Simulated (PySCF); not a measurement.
## Functional benchmark on one molecule

Molecule: `c1cc[pH]c1`, C$_{4}$H$_{5}$P.

Structure with atom numbers: `[cH:1]1[cH:2][cH:3][pH:4][cH:5]1`. Hydrogens are named by the atom that carries them.

Geometry PBE0-D3(BJ)/def2-SVP throughout; GIAO in PySCF 2.14.0 with density-fitted response routines, gas phase, one conformer, non-relativistic; equivalent atoms averaged; basis pcSseg-2.

Reference values (measured; solution, THF; Yu. Yu. Rusakov, I. L. Rusakova, Phys. Chem. Chem. Phys. 2023, supporting information (pecS-n basis sets for 31P)): δ(P4) = -49.2 ppm vs 85 % H3PO4. Computed shifts are taken against H3PO4, calculated as an isolated molecule at each level.

Q: How do the functionals HF, LDA, PBE, BLYP, BP86, OPBE, KT2, KT3, B97-D, B3LYP, PBE0, mPW1PW91 perform against the reference? Times are CPU seconds on 1 thread of an Intel Xeon 6975P-C, shared host; the GGAs took longer than the global hybrids here, which isn't the general rule, and the cause wasn't traced.

A: 
```
functional           kind     P4  abs. error P  core-s
        HF   Hartree–Fock  -62.3          13.1      14
       LDA            LDA  -60.3          11.1      25
       PBE            GGA  -61.8          12.6      31
      BLYP            GGA  -51.4           2.2      32
      BP86            GGA  -59.1           9.9      31
      OPBE            GGA  -68.4          19.2      30
       KT2            GGA  -68.2          19.0      30
       KT3            GGA  -63.3          14.1      29
     B97-D            GGA  -52.7           3.5      31
     B3LYP  global hybrid  -54.8           5.6      21
      PBE0  global hybrid  -65.8          16.6      21
  mPW1PW91  global hybrid  -63.7          14.5      22
```

For ³¹P the closest is BLYP (2.2 ppm) and the furthest OPBE (19.2 ppm). One molecule is a small sample, and vibrational and solvent effects are absent from the calculation.
